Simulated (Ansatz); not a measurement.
**GeH2⁺, doublet in aug-cc-pVDZ: errors against full CI**

Geometry: a PBE0/def2-TZVP stationary point for this spin, not checked as a minimum.

```json
{"atom": "Ge", "x (Å)": "0.0000", "y (Å)": "-0.0207", "z (Å)": "0.0000"}
{"atom": "H", "x (Å)": "0.0000", "y (Å)": "0.7445", "z (Å)": "-1.3499"}
{"atom": "H", "x (Å)": "0.0000", "y (Å)": "0.7445", "z (Å)": "1.3499"}
```

Basis aug-cc-pVDZ; Ansatz 0.2.0. Correlated methods freeze the noble-gas cores and the filled d shells of p-block atoms, which leaves 5 electrons in 40 orbitals. Prefix R: restricted or restricted open-shell reference; prefix U: unrestricted. Active spaces: valence = (5e, 6o) chosen from the atoms' valence shells. No spin–orbit coupling is included, and no scalar relativity.

Full CI is exact within this basis and frozen core; it isn't the basis-set limit. The frozen core follows each run's orbitals, which can shift R against U totals by a few meV for light atoms and by up to 0.1 eV past Ca.

For open shells CISD is restricted-active-space CI with the open shells as a complete middle space.

```
UHF ⟨S²⟩                          : 0.758
T1 diagnostic (RCCSD)             : 0.0209
largest doubles amplitude (RCCSD) : 0.054
```

| level | E − E(full CI) (mEh) | share of correlation (%) | wall time |
| --- | --- | --- | --- |
| RHF | 85.65 | 0.00 | – |
| RMP2 | 22.72 | 73.47 | – |
| CISD | 3.82 | 95.54 | 1.1 s |
| RCCSD | 2.02 | 97.64 | – |
| RCCSD(T) | 0.54 | 99.38 | 3.1 s |
| BCCD(T) | 0.52 | 99.39 | 2 s |
| RCCSDT | 0.00 | 100.00 | – |
| RCCSDT(Q) | -0.02 | 100.02 | 14 s |
| CASSCF (valence space) | 46.56 | 45.64 | – |
| NEVPT2 (valence space) | 14.08 | 83.56 | 1.8 s |
| MRCISD (valence space) | 1.23 | 98.57 | – |
| MRCISD+Q (valence space) | -0.05 | 100.06 | 2.3 s |

The correlation energy at full CI, counted from RHF, is -2.331 eV. That run took 17 s on 1 thread of Arm Neoverse V1, shared host over 1,948,494 determinants.

Run but not shown, since their state or frozen core can't be matched to the reference's or they repeat it: UHF, UMP2, UCCSD, UCCSD(T), UCCSDT, UCCSDT(Q).

Times hold each run's SCF and search for its determinant on a shared host, so for small cases they say little of a method's own cost; they ran on 1 thread of Arm Neoverse V1.

The full-CI state has the irrep A1 of C2v, in the program's axes.

Natural occupations of full CI about the gap: 1.954 1.941 0.991 0.030 0.022 0.020 0.008 0.008 0.006 0.004; effectively unpaired electrons, Σ n²(2−n)², 1.03.
